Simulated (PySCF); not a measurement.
Method: ωB97X-D3(BJ)/def2-TZVP // B3LYP-D3(BJ)/def2-SVP (PySCF). Gas-phase values, no solvent. 

Reference species (SMILES): `O` (neutral, multiplicity 1).

```json
{
  "HOMO": "-11.61 eV",
  "HOMO–LUMO gap": "14.30 eV"
}
```

Changed species: `N` (free base NH3; the reference has free base H2O).

Predict the effect on the HOMO and HOMO–LUMO gap.

the HOMO goes up by 1.23 eV, to -10.38 eV; the HOMO–LUMO gap falls by 1.12 eV, to 13.18 eV.
